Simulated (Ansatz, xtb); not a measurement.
**Ligand exchange: 2 SiH3F → SiH2(SiH3)F + HF**

Gas-phase species: SiH3F `F[SiH3]`, singlet; SiH2(SiH3)F, singlet; HF (hydrogen fluoride), singlet. The partners trade H for SiH3: Si–H and F–SiH3 bonds give way to Si–SiH3 and F–H.

Shapes, held fixed at every level: PBE0-D4/def2-TZVP. Programs: Ansatz 0.2.0, xtb 6.7.1. The zero-point and thermal change to 298 K, harmonic and unscaled (PBE0-D4/def2-TZVP), is +1.8 kJ/mol.

Problem. Estimate ΔH(298 K) of this reaction.

Solution. The highest level, CCSD(T)/CBS estimate, gives ΔH(298 K) = +134.5 kJ/mol; the levels span +131.6 to +337.3. GFN1-xTB strays far from the other rows. The column of differences is taken from that level and isn't an error. No measured value is set beside it here. The CBS estimate extrapolates MP2 from def2-TZVPP and def2-QZVPP and adds CCSD(T) − MP2 in the triple-zeta set, cores frozen.

```
               level                   kind  ΔH(298 K) (kJ/mol)  less CCSD(T)/CBS estimate
            GFN1-xTB         semi-empirical              +337.3                     +202.8
         HF/def2-SVP           Hartree–Fock              +153.8                      +19.3
r2SCAN-D4/def2-TZVPP               meta-GGA              +131.6                       -2.9
 B3LYP-D4/def2-TZVPP          global hybrid              +135.6                       +1.1
        MP2/def2-SVP    perturbation theory              +140.4                       +5.9
      MP2/def2-TZVPP    perturbation theory              +143.6                       +9.1
    CCSD(T)/def2-SVP  coupled cluster or CI              +133.5                       -1.0
       CCSD/def2-SVP  coupled cluster or CI              +135.8                       +1.3
CCSD(T)/CBS estimate  coupled cluster or CI              +134.5                        0.0
```
